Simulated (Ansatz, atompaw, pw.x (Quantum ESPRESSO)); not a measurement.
pw.x on fcc Os: one setting changed

Potential: PAW, atompaw 4.2.0.5, LDA (PW92); core [Kr] 4d10 4f14, reference 5s2 5p6 5d6 6s2 6p0; waves: 5s (bound): rc 1.70 bohr; 6s (bound): rc 1.45 bohr; 5p (bound): rc 2.10 bohr; 6p (bound, empty): rc 2.40 bohr; 5d (bound): rc 2.40 bohr; 5d channel at 1.2 Ry: rc 2.40 bohr; local part: troulliermartins scheme with l = 3 at 0 Ry, radius 2.25 bohr; core correction: smooth core density matched at 2.25 bohr; augmentation: besselshape compensation charge, radius 1.95 bohr; PAW radius 2.40 bohr; waves and projectors: custom polynom gramschmidtortho.

The reference run (k-mesh 15³, cutoffs 55/550 Ry, Fermi–Dirac 0.01 Ry, mixing_beta 0.4, conv_thr 1e-9, no spin) gives -0.24 GPa at 13.735 Å³/atom, where all-electron LAPW gives 0.40 GPa. This run, with its own iteration cap, changes diagonalization to cg.

```
&control
  calculation='scf', prefix='x', pseudo_dir='./', outdir='./tmp', tstress=.true., disk_io='none'
/
&system
  ibrav=0, nat=1, ntyp=1, ecutwfc=55, ecutrho=550, nbnd=16,
  occupations='smearing', smearing='fd', degauss=0.01
/
&electrons
  conv_thr=1e-09, mixing_beta=0.4, electron_maxstep=60, diagonalization='cg'
/
ATOMIC_SPECIES
Os 1.0 Os.UPF
CELL_PARAMETERS angstrom
  0.00000000 1.90078453 1.90078453
  1.90078453 0.00000000 1.90078453
  1.90078453 1.90078453 0.00000000
ATOMIC_POSITIONS crystal
Os 0.0000 0.0000 0.0000
K_POINTS automatic
15 15 15 0 0 0
```

```bash
pw.x < Os.scf.in > Os.scf.out
```

Problem. How does the run end?

Solution. It converges in 12 iterations; the free energy moves by +0.0 meV/atom and the pressure by -0.02 GPa. The result is that of the reference run.

```
Message from routine setup:
     using ibrav=0 with symmetry is DISCOURAGED, use correct ibrav instead
     lattice parameter (alat)  =       5.0798  a.u.
     unit-cell volume          =      92.6884 (a.u.)^3
     number of electrons       =        16.00
     number of Kohn-Sham states=           16
     kinetic-energy cutoff     =      55.0000  Ry
     charge density cutoff     =     550.0000  Ry
     scf convergence threshold =      1.0E-09
     Exchange-correlation= SLA PW NOGX NOGC
     number of k points=   120  Fermi-Dirac smearing, width (Ry)=  0.0100
     iteration #  1     ecut=    55.00 Ry     beta= 0.40
     c_bands:  1 eigenvalues not converged
     total energy              =    -813.87131947 Ry
     estimated scf accuracy    <       0.05538920 Ry
     iteration #  2     ecut=    55.00 Ry     beta= 0.40
     total energy              =    -813.87474704 Ry
     estimated scf accuracy    <       0.00368352 Ry
     iteration #  3     ecut=    55.00 Ry     beta= 0.40
     c_bands:  1 eigenvalues not converged
     c_bands:  1 eigenvalues not converged
     total energy              =    -813.87597776 Ry
     estimated scf accuracy    <       0.00030273 Ry
     iteration #  4     ecut=    55.00 Ry     beta= 0.40
     c_bands:  1 eigenvalues not converged
     c_bands:  1 eigenvalues not converged
     total energy              =    -813.87613963 Ry
     estimated scf accuracy    <       0.00022233 Ry
     iteration #  5     ecut=    55.00 Ry     beta= 0.40
     c_bands:  1 eigenvalues not converged
     total energy              =    -813.87618518 Ry
     estimated scf accuracy    <       0.00035260 Ry
     iteration #  6     ecut=    55.00 Ry     beta= 0.40
     total energy              =    -813.87626902 Ry
     estimated scf accuracy    <       0.00006569 Ry
     iteration #  7     ecut=    55.00 Ry     beta= 0.40
     total energy              =    -813.87627985 Ry
     estimated scf accuracy    <       0.00000012 Ry
     iteration #  8     ecut=    55.00 Ry     beta= 0.40
     [... 1 repeated lines left out ...]
     total energy              =    -813.87628067 Ry
     estimated scf accuracy    <       0.00000007 Ry
     iteration #  9     ecut=    55.00 Ry     beta= 0.40
     total energy              =    -813.87628069 Ry
     estimated scf accuracy    <       0.00000003 Ry
     iteration # 10     ecut=    55.00 Ry     beta= 0.40
     total energy              =    -813.87628067 Ry
     estimated scf accuracy    <       0.00000008 Ry
     iteration # 11     ecut=    55.00 Ry     beta= 0.40
     total energy              =    -813.87628068 Ry
     estimated scf accuracy    <          8.1E-09 Ry
     iteration # 12     ecut=    55.00 Ry     beta= 0.40
     the Fermi energy is    25.3375 ev
!    total energy              =    -813.87628068 Ry
     estimated scf accuracy    <          6.0E-10 Ry
     smearing contrib. (-TS)   =      -0.00298498 Ry
     convergence has been achieved in  12 iterations
          total   stress  (Ry/bohr**3)                   (kbar)     P=       -2.65
     Message from routine punch:
     Nothing written, as per user request (disk_io='none')
```

The run took about 19 s on one core of a shared host (AMD EPYC 9R45 96-Core Processor, 96 threads, 376 GiB, load 70).
